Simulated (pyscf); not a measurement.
PySCF, gas phase, ωB97X-D3(BJ)/def2-SVP geometries.

Problem. For the elementary gas-phase step `[O]=[V]([F])[F]` [doublet] + `[FH]` → `[O]=[V]([F])([F])[F]` + `[H]` [doublet] (doublet surface; F–H broken, F–V formed), what barrier and reaction energy does ωB97M-D3(BJ)/def2-TZVP give, measured from the separated reactants?

Solution. ΔE‡ = 43.3 kcal/mol, ΔE = +29.0 kcal/mol. Zero-point energy shifts the barrier by -2.9 kcal/mol. It is an atom transfer, with an imaginary mode of 2093i cm⁻¹. On the reactant side the descent ends in an adduct with a F–V contact, 17.4 kcal/mol under the separated species and 59.6 kcal/mol under the saddle at ωB97X-D3(BJ)/def2-TZVP. What is counted as formed (F–V) is already present as a longer contact in the reactant adduct; forming that adduct is a step of its own. One saddle was located; it need not be the lowest between these sides. The angle at the transferred F is 130°. Open-shell species with a d-block atom are single-reference here; other states, and whether the spin sits on metal or ligand, were not checked.
